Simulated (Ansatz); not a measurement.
Process, species as SMILES: N#N (N2) → 2 N atom
B3LYP-D3(BJ)/def2-TZVP geometries, fixed; electronic energies without zero-point terms.
Largest species:
```
N
N 1 1.0909
```

Basis-set convergence of the atomisation energy at HF with Ansatz (a first-principles code). Cartesian d functions, on some or all atoms, in 6-31G**, 6-31+G*; all else is spherical. Open shells are unrestricted. No added dispersion term, no relativity. Functions are those of the species that has most. Reference: the value in aug-cc-pV5Z, 116.26 kcal/mol, itself unsure by roughly 0.30 kcal/mol (its mean distance from pcseg-4, aug-pcseg-3, aug-cc-pVQZ). Deviations are taken from unrounded values.

```csv
basis,functions,atomisation energy (kcal/mol),minus reference (kcal/mol)
STO-3G,10,35.02,-81.24
3-21G,18,56.45,-59.81
def2-SVP,28,113.00,-3.26
pcseg-1,28,110.18,-6.09
6-31G**,30,108.26,-8.01
6-31+G*,38,108.78,-7.48
def2-SVPD,40,114.51,-1.75
"6-311++G(2d,2p)",54,113.24,-3.02
cc-pVTZ,60,115.02,-1.25
pcseg-2,60,115.81,-0.46
def2-TZVPP,62,115.37,-0.89
def2-TZVPPD,74,115.54,-0.72
"6-311++G(3df,3pd)",78,116.15,-0.11
jun-cc-pV(T+d)Z,78,115.12,-1.14
cc-pVQZ,110,116.03,-0.24
def2-QZVPPD,126,116.11,-0.16
aug-cc-pVQZ,160,116.19,-0.07
aug-pcseg-3,170,116.79,0.53
```
